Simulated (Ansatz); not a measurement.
A nudged elastic band was laid between two geometries of CH₃OSi (6 atoms, charge 0, multiplicity 2).

Method: UKS PBE0-D4/def2-SVP in Ansatz.

| Item | Value |
| --- | --- |
| movable images | 5 |
| climbing image | yes |
| spring | 5.0 eV/Å² |
| optimiser | quadratic models (default) |
| start path | through a guess of the saddle point |
| force threshold | 0.03 eV/Å |
| iteration limit | 60 |
| end points | relaxed |

First end point:

```xyz
6
Properties=species:S:1:pos:R:3
O -0.488 -1.578 0.955
C -0.359 -0.906 -0.041
Si 0.003 0.963 0.021
H -0.478 -1.362 -1.062
H 0.725 1.471 -1.185
H 0.597 1.412 1.312
```

Last end point:

```xyz
6
Properties=species:S:1:pos:R:3
O -0.626 -1.467 -1.044
C -0.304 -0.927 -0.012
Si 0.613 0.742 0.028
H -0.514 -1.412 0.980
H 0.459 1.533 -1.225
H 0.372 1.532 1.273
```

Task: Which bonds break or form, and what moves?

Result: No bond is made or broken. The dihedral O1–C2–Si3–H5 goes from 153 to 21°. The two ends are copies of one structure, up to a mirror image or an exchange of like atoms.

Task: What energy profile does the band end with?

Result: The forces met the threshold. The highest image is number 4 of 0 to 6, 17.4 kJ/mol above the ends, which have the same energy within 2 meV. The profile has 2 maxima (images 1, 4) with wells between them (image 2): this band takes more than one step, which may be the mechanism or a detour left from its start path. A vibrational analysis at the climbing image gives one clearly imaginary mode, 184i cm⁻¹: a first-order saddle point.

```csv
image,path coordinate (Å),energy (kJ/mol),dihedral O1–C2–Si3–H5 (°)
0,0.00,0.0,153
1,0.73,5.2,178
2,1.46,1.2,-139
3,2.18,11.5,-98
4,2.91,17.4,-59
5,3.77,9.5,-17
6,4.62,0.0,21
```

Task: What is the geometry of the highest image?

Result: 
```xyz
6
Properties=species:S:1:pos:R:3
O -1.386 -0.948 0.211
C -0.210 -0.946 -0.043
Si 0.704 0.778 -0.080
H 0.331 -1.909 -0.249
H 0.023 1.623 -1.111
H 0.537 1.402 1.271
```

Time of the run: 4.7 min on 1 thread of Arm Neoverse V2, with other jobs on the host, peak memory 0.12 GiB.
